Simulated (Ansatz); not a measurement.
Rock-salt HfC, treated with r²SCAN+SOC (plane waves, PAW; Ansatz, a first-principles code).

Run with plane-wave cutoff 600 eV, 24×24×24 k mesh, Fermi–Dirac smearing 0.066 eV (set by the program), PAW data made under PBE.

Computed at the level's own relaxed cell.

Hill averages of the elastic tensor: K = 244.6 GPa, G = 194.9 GPa. Volume 12.459 Å³/atom, mean atomic mass 95.250 u.

**Question.** Work out the density, the sound velocities of a polycrystal and the elastic Debye temperature, and Pugh's ratio at this level.

**Answer.** ρ = 1.66054 × 95.250/12.459 = 12.695 g/cm³. v_l = √[(K + 4G/3)/ρ] = 6.304 km/s and v_t = √(G/ρ) = 3.918 km/s. The mean follows from 3/v_m³ = 1/v_l³ + 2/v_t³: v_m = 4.319 km/s. Θ_D = (ħ/k_B) v_m (6π²/V)^(1/3) = 76.38 K Å s/km × 4.319 × 1.6813 Å⁻¹ = 555 K, counting all atoms of the cell. K/G = 1.26, to be set beside Pugh's rough bound of 1.75 between brittle and ductile metals.
